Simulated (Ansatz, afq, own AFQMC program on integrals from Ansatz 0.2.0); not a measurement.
H2O⁺, doublet in 6-31G, levels against full CI

```yaml
atoms:
  - { symbol: O, position_ang: [0.0000, -0.1216, 0.0811] }
  - { symbol: H, position_ang: [0.0000, 1.4751, -2.1897] }
  - { symbol: H, position_ang: [0.0000, 0.4557, 0.9022] }
```

Basis 6-31G. Noble-gas cores (and the filled d shells of Ga–Kr and In–Xe) are frozen. Ansatz 0.2.0 and our own AFQMC program on the same integrals; the CISD trial comes from CCSD amplitudes, and released means the phaseless constraint is let go. Error bars are statistical, one sigma.

Determinant: UHF, the one that the program's search chose, which needn't be the lowest solution. The geometry is a point of a scan.

Full CI on the same integrals is exact in this basis and with this determinant's frozen core.

Cautions: strong correlation (T1 0.093, weight of the determinant 0.83, largest double 0.16); unrestricted determinant spin contaminated (⟨S²⟩ 1.74 against 0.75); the released energy hasn't reached full CI (21 meV above it at 2.40 1/Eh), so no released level is given (meV from the phaseless value at times in 1/Eh: -8 ± 4 at 0.24, -13 ± 3 at 0.51, -15 ± 4 at 0.99, -24 ± 8 at 1.62, -11 ± 8 at 2.40).

```
T1 diagnostic                               : 0.0928
weight of the determinant in the CISD state : 0.826
⟨S²⟩ of the determinant                     : 1.736
size of the correlated space                : 7 electrons in 12 orbitals
```

Reference: full CI, correlation energy -2.045 eV. The cautions show a poor starting determinant, so the rows tell how each method copes with it here, and full CI is the sure value.

```csv
level,E − E(reference) (kcal/mol),share of correlation (%)
HF,47.17,0.00
MP2,11.79,75.00
CCSD,1.62,96.57
CCSD(T),1.17,97.53
CCSDT,0.18,99.61
CCSDT(Q),-0.03,100.07
CCSDTQ,0.01,99.99
ph-AFQMC/CISD,0.74 ± 0.11,98.42
```

CCSDT and higher add their correlation energy to the determinant of the CCSD(T) run, since their own runs factorise the integrals more tightly (a shift of under 2 meV). A walk keeps the symmetry of its determinant, which the program's search chose and which needn't be the lowest solution, so a lower state of the same spin and another symmetry isn't excluded.
